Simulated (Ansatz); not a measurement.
# C₃H₄O₂: how energies converge with the basis set

Aim: see how fast density functionals converge with the basis set for C₃H₄O₂.

Method: one geometry, several basis sets; program: Ansatz 0.2.0, Gaussian basis.

The runs, in order: PBE0-D4/def2-SVP; ωB97M-V/def2-SVP; PBE0-D4/def2-QZVPP; ωB97M-V/def2-QZVPP; the functionals' def2-TZVPP values are taken from earlier runs.

## 1. The geometry

An earlier PBE0-D4 in a triple-zeta def2 set relaxation fixed the geometry.

SMILES `OC1=CCO1`, 9 atoms, charge 0, spin multiplicity 1.

Atoms are counted from 1 here; the program's logs count them from 0.

Bond lengths: O1–C2 1.323 Å, O1–H6 0.964 Å, C2–C3 1.336 Å, C2–O5 1.365 Å, C3–C4 1.502 Å, C3–H7 1.073 Å, C4–O5 1.477 Å, C4–H8 1.092 Å, C4–H9 1.092 Å. Angles: C2–O1–H6 108.4°, O1–C2–C3 139.0°, O1–C2–O5 120.5°, C3–C2–O5 100.5°, C2–C3–C4 85.6°, C2–C3–H7 137.6°, C4–C3–H7 136.8°, C3–C4–O5 88.3°, C3–C4–H8 117.9°, C3–C4–H9 117.9°, O5–C4–H8 109.3°, O5–C4–H9 109.3°, H8–C4–H9 111.2°, C2–O5–C4 85.6°.

## 2. PBE0-D4 in def2-SVP

Contents of in.yaml:

```yaml
crystal:
  periodic: [false, false, false]
  atoms:
    - {symbol: O, position_ang: [0.152400, 1.910412, -0.786189]}
    - {symbol: C, position_ang: [0.108660, 0.684929, -0.290827]}
    - {symbol: C, position_ang: [0.943978, -0.316691, -0.002742]}
    - {symbol: C, position_ang: [-0.281972, -1.053630, 0.455961]}
    - {symbol: O, position_ang: [-1.080563, 0.133348, 0.089231]}
    - {symbol: H, position_ang: [-0.744896, 2.262590, -0.806482]}
    - {symbol: H, position_ang: [1.997337, -0.513256, -0.065500]}
    - {symbol: H, position_ang: [-0.614655, -1.908624, -0.135639]}
    - {symbol: H, position_ang: [-0.391788, -1.245476, 1.524987]}
basis:
  gaussian: {orbitals: def2-SVP}
hamiltonian: {xc: pbe0, dispersion: d4}
output: {orbitals: {seedname: orbitals}}
```

Started as:

```bash
$ ansatz run in.yaml --threads 2 --pin off --events-out ev --progress --plain --max-ram 4352MiB
```

Further steps of the session: ωB97M-V in def2-SVP; PBE0-D4 in def2-QZVPP; ωB97M-V in def2-QZVPP.

Q: Predict the results of all the runs planned. Wanted: PBE0-D4: double and triple zeta above quadruple; ωB97M-V: double and triple zeta above quadruple.

As calculated:

```
                                       quantity          value
PBE0-D4: double and triple zeta above quadruple  8.78, 0.40 eV
ωB97M-V: double and triple zeta above quadruple  9.02, 0.38 eV
```

**Reading.** For PBE0-D4 the step from double to triple zeta gains 8.38 eV and the next only 0.40 eV. These are total energies; as a rule much of such shifts cancels in differences, which this series doesn't test. The LUMO of ωB97M-V is positive and keeps falling with the basis (3.41 to 1.83 eV): an unbound level that the basis holds in place.
